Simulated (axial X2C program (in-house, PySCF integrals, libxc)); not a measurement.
# Spin–orbit effects down a group: molecules with O (ions), CCSD(T)

Calculated with an in-house all-electron X2C program for linear molecules (integrals from PySCF), spin-free (one-electron X2C) or two-component (2c: spin–orbit coupling with atomic mean-field Coulomb and Gaunt terms, which also bring small scalar terms), in Dyall basis sets with cores contracted in-house; open shells are unrestricted.

Basis sets: H dyall-v3z, Li dyall-cv3z, Na dyall-cv3z, O dyall-av3z. Frozen shells (counts by l): OH⁺ O 1s, H none, 6 electrons correlated; LiO⁺ O 1s, Li 1s, 6 electrons correlated; NaO⁺ Na 1s, O 1s, 14 electrons correlated. Coupled cluster in natural virtuals with an MP2 remainder. Where the outer core of a metal is frozen, bonds come out longer and ionisation energies lower. Frozen cores can differ along the series, which adds to the trend.

| molecule | spin-free state | Re (Å) | ωe (cm⁻¹) | De (eV) | 2c state | Re 2c (Å) | ωe 2c (cm⁻¹) | De 2c (eV) |
| --- | --- | --- | --- | --- | --- | --- | --- | --- |
| OH⁺ | M_S = 1, Λ = 0 | 1.031 | 3111.1 | 5.04 | Ω = 1 | 1.031 | 3111.2 | 5.04 |
| LiO⁺ | M_S = 1, Λ = 0 | 2.103 | 349.5 | 0.48 | Ω = 1 | 2.103 | 349.4 | 0.47 |
| NaO⁺ | M_S = 1, Λ = 0 | 2.496 | 191.0 | 0.28 | Ω = 1 | 2.496 | 191.0 | 0.27 |

Work out the shifts from the spin-free to the two-component result.



| molecule | 2c state | ΔRe (Å) | Δωe (cm⁻¹) | ΔDe (eV) |
| --- | --- | --- | --- | --- |
| OH⁺ | Ω = 1 | 0.000 | 0.1 | 0.00 |
| LiO⁺ | Ω = 1 | 0.000 | -0.1 | -0.01 |
| NaO⁺ | Ω = 1 | 0.000 | 0.0 | -0.01 |

Shifts of one unit in the last digit are rounding.

Fragments in 2c: O+ + H, O + Li+, Na+ + O. Each entry is the lowest single determinant of a limited PBE0 search at one distance. De goes to single-determinant-based atoms at the same level (for ions the charge split of lowest energy) and is withheld (n/a) where an atom does not fit its ground term or J level. Main or longest-lived isotopes. One determinant is a doubtful description, or other states lie close, for OH⁺, LiO⁺, NaO⁺; these need not be ground states, and all values refer to the states named. Some open-shell Ω = 0 determinants are out of reach, so the Ω given for OH⁺, LiO⁺, NaO⁺ need not be the lowest component. With several unpaired electrons the Ω given is that of one determinant, not necessarily of the lowest component.
